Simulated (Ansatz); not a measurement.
`CC#CCF` + H₂ → `CC#CC` + H–F at 400 K and 1 bar (hydrogenolysis of a C–F bond).

Gas-phase electronic energies from Ansatz, PBE0-D4/def2-TZVP geometries. CBS: MP2 limit from def2 TZ/QZ plus the TZ coupled-cluster correction, frozen cores. This one scheme is used for every species.

```
 species  CCSD(T)/CBS energy (Eh)  H − E (kJ/mol)  S (J/(mol·K))
`CC#CCF`               -254.93801           232.2          360.8
      H₂                 -1.17544            38.0          139.0
 `CC#CC`               -155.76386           247.8          321.7
     H–F               -100.39570            36.5          182.2
```

H − E and S are ideal-gas, rigid-rotor, harmonic terms from PBE0-D4/def2-TZVP. For small species the MP2-based limit differs from directly extrapolated CCSD(T) by up to some mEh (0.8 for H₂); such offsets cancel only in part. 1 Eh = 2625.50 kJ/mol, R = 8.31446 J/(mol·K).

Task: By hand: ΔE, ΔH, ΔS and ΔG.

Result: ΔE = (-155.76386) + (-100.39570) − (-254.93801) − (-1.17544) = -0.04611 Eh = -121.1 kJ/mol. Δ(H − E) = 247.8 + 36.5 − 232.2 − 38.0 = 14.1, so ΔH = -107.0 kJ/mol. ΔS = 321.7 + 182.2 − 360.8 − 139.0 = 4.1 J/(mol·K). ΔG = -107.0 − 400 × (4.1)/1000 = -108.6 kJ/mol.

Task: By hand: the equilibrium constant, and the temperature at which ΔG would vanish if ΔH and ΔS stayed fixed.

Result: log₁₀ K = −ΔG/(RT ln 10) = 14.2. ΔH and −TΔS have one sign here, so there is no such temperature.

The number of gas molecules stays the same, so ΔS is small and ΔH decides. A doubt of 5 kJ/mol in ΔE shifts log₁₀ K by 0.7 here. Modes under 60 cm⁻¹, often nearly free rotors, make the harmonic entropy too high. These are equilibria of isolated gas molecules and say nothing of rates. Largest T1 diagnostic: 0.011 (customary marks: 0.02 for closed shells, 0.045 for open ones).

ΔS is within the doubt of such terms, so its sign, and with it that verdict, could turn.
